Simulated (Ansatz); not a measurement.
A nudged elastic band was laid between two geometries of CH₆AlN (9 atoms, charge 0, multiplicity 1).

These are results of Ansatz 0.2.0, RKS BLYP-D4/def2-TZVP, not measurements.

```json
{
  "movable images": "5",
  "climbing image": "yes",
  "spring": "5.0 eV/Å²",
  "optimiser": "fire",
  "start path": "through a guess of the saddle point",
  "force threshold": "0.05 eV/Å",
  "iteration limit": "60",
  "end points": "relaxed",
  "largest step": "0.5 Å"
}
```

Initial state:

```xyz
9
Properties=species:S:1:pos:R:3
C -0.392 0.949 -0.782
N 0.340 -0.255 -0.369
Al 0.338 -1.090 1.208
H -1.077 0.752 -1.622
H 0.287 1.763 -1.086
H -0.995 1.319 0.058
H 0.914 -0.623 -1.127
H 1.245 -2.382 1.347
H -0.572 -0.480 2.355
```

Final state:

```xyz
9
Properties=species:S:1:pos:R:3
C -0.392 0.949 -0.782
N 0.345 -0.252 -0.368
Al 0.336 -1.090 1.208
H -1.080 0.746 -1.618
H 0.283 1.763 -1.091
H -0.993 1.319 0.058
H 0.922 -0.617 -1.124
H -0.580 -0.485 2.351
H 1.248 -2.379 1.347
```

(1) What changes between the two ends?

(2) What energy profile does the band end with?

(3) What is the geometry of the highest image?

## Answers

(1) No bond is made or broken. The dihedral C1–N2–Al3–H8 goes from -180 to 0°. The two ends are copies of one structure, up to a mirror image or an exchange of like atoms.

(2) The run converged. The highest image is number 3 of 0 to 6, 0.59 eV above the ends, which have the same energy within 2 meV. The order of the stationary point at the top wasn't checked.

| image | path coordinate (Å) | energy (eV) | dihedral C1–N2–Al3–H8 (°) |
| --- | --- | --- | --- |
| 0 | 0.00 | 0.00 | -180 |
| 1 | 0.96 | 0.08 | -165 |
| 2 | 1.92 | 0.32 | -134 |
| 3 | 2.88 | 0.59 | -105 |
| 4 | 3.71 | 0.44 | -74 |
| 5 | 4.55 | 0.14 | -37 |
| 6 | 5.39 | 0.00 | 0 |

(3) 
```xyz
9
Properties=species:S:1:pos:R:3
C -0.217 1.058 -0.688
N 0.303 -0.306 -0.482
Al 0.234 -1.190 1.092
H -1.305 1.105 -0.879
H 0.292 1.553 -1.529
H -0.015 1.677 0.199
H 0.375 -0.810 -1.362
H 1.550 -1.344 1.969
H -1.130 -1.790 1.663
```

Run time: 7.7 min on 2 threads of Intel(R) Xeon(R) Platinum 8259CL CPU @ 2.50GHz (Skylake/Cascade Lake), on a shared host, peak memory 0.23 GiB.
